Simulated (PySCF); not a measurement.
Level of theory: PySCF 2.14.0 with PBE0-D4/def2-TZVP. Gas-phase values, no solvent. Delta-SCF ions had no search for a lower state. 

Reference species (SMILES): `ClC(Cl)(Cl)Cl` (neutral, multiplicity 1).

The dipole moment comes out as 0.00 D and the vertical ionisation energy (Delta-SCF) is 11.17 eV. The HOMO–LUMO gap is 7.61 eV and the HOMO comes out as -9.06 eV.

Changed species: `C` (4 of 4 Cl replaced by H; the reference has 0 of 4 Cl replaced by H).

Problem. What does the change do to the dipole moment, vertical ionisation energy (Delta-SCF), HOMO–LUMO gap and HOMO?

Solution. the dipole moment hardly moves; the vertical ionisation energy (Delta-SCF) rises by 2.92 eV, to 14.09 eV; the HOMO–LUMO gap rises by 5.07 eV, to 12.68 eV; the HOMO drops by 1.92 eV, to -10.98 eV.
